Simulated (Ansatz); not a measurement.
**BeAu: experiment and calculation**

**The experiment to reproduce.**

“Fermi surface, possible unconventional fermions, and unusually robust resistive critical fields in the chiral-structured superconductor AuBe”, 2018, arxiv:1812.02830 reports, for a bulk crystal of BeAu at 300 K: lattice constant a 4.659 Å.

The results are compared with them further down.

Method: Ansatz, DFT PBEsol, scalar-relativistic, plane waves, PAW.

Cutoff 420 eV; k points 8×8×8 on the computed 8-atom cell (Γ-centred); Gaussian smearing, width 0.10 eV; no spin polarisation.

Relaxed structure, symmetry kept:

```cif
data_structure
_symmetry_space_group_name_H-M 'P 1'
_symmetry_Int_Tables_number 1
_cell_length_a 4.6588
_cell_length_b 4.6588
_cell_length_c 4.6588
_cell_angle_alpha 90.000
_cell_angle_beta 90.000
_cell_angle_gamma 90.000
_cell_volume 101.12
loop_
_atom_site_label
_atom_site_type_symbol
_atom_site_fract_x
_atom_site_fract_y
_atom_site_fract_z
_atom_site_occupancy
Be1 Be 0.84584 0.84584 0.84584 1
Be2 Be 0.65416 0.15416 0.34584 1
Be3 Be 0.34584 0.65416 0.15416 1
Be4 Be 0.15416 0.34584 0.65416 1
Au1 Au 0.15276 0.15276 0.15276 1
Au2 Au 0.34724 0.84724 0.65276 1
Au3 Au 0.65276 0.34724 0.84724 1
Au4 Au 0.84724 0.65276 0.34724 1
```

* Space group: P2_13 (No. 198)
* Volume per atom: 12.64 Å³
* Formation energy from the elements' standard states (uncorrected): -0.202 eV/atom
* Kohn–Sham band gap: none (metal)
* Density of states at the Fermi level: 2.22 states/eV per cell
* Bulk modulus: 166 GPa
* Its pressure derivative: 4.9
* Bader charges (e): Be (4 in the cell) 1.51, Au (4 in the cell) -1.51

Spin-orbit coupling is left out, which matters for the bands of heavy elements.

A measured lattice constant a of BeAu is 4.659 Å (300 K; the paper above); the calculated 4.659 Å misses it by 0.0 %. The calculation is for 0 K without zero-point motion.